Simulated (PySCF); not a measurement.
## State search for NH⁺

Unrestricted PBE0; PySCF, no relativity, basis sets H def2-TZVP, N def2-TZVP. Outer shells of the fragments: N 2s2 2p3.

Followed along the bond (rough minima from three points):

```
2Ms+1   unpaired  ⟨S²⟩ at the start  R at minimum (Å)  Te (eV)
    4  σ ↑, π ↑↑               3.75              1.10     0.00
    2        π ↑               0.75              1.08     0.12
    2  σ ↓, π ↑↑               1.77  none in the scan   ≤ 1.42
    2  σ ↑, π ↑↓               1.76  none in the scan   ≤ 1.44
```

Solutions found at the starting distance of 1.075 Å, counted from the lowest of them; the search is not exhaustive and high or unbound solutions are not listed, so other states can lie among these:

```csv
2Ms+1,unpaired,term,E (eV),⟨S²⟩,⟨Lz²⟩,μ (D)
4,"σ ↑, π ↑↑",⁴Σ⁻,0.00,3.75,0.00,-1.67
2,π ↑,²Π,0.11,0.75,1.00,-2.04
2,"σ ↑, π ↑↓",mixed,1.48,1.76,2.01,-1.86
2,"σ ↓, π ↑↑",mixed,1.52,1.77,0.00,-1.97
2,σ ↑,mixed,3.55,0.75,2.00,-1.87
2,π ↑,²Π,7.35,0.77,1.00,-1.89
```

A term symbol is given only where ⟨S²⟩ and ⟨Lz²⟩ are close to those of a pure state; real π, δ and φ orbitals otherwise mix terms. A positive dipole points towards N; it is taken about the centre of mass and depends on that origin.

Counting both spins, an empty level lies below a filled one in some of these solutions, because spin and occupation are held.
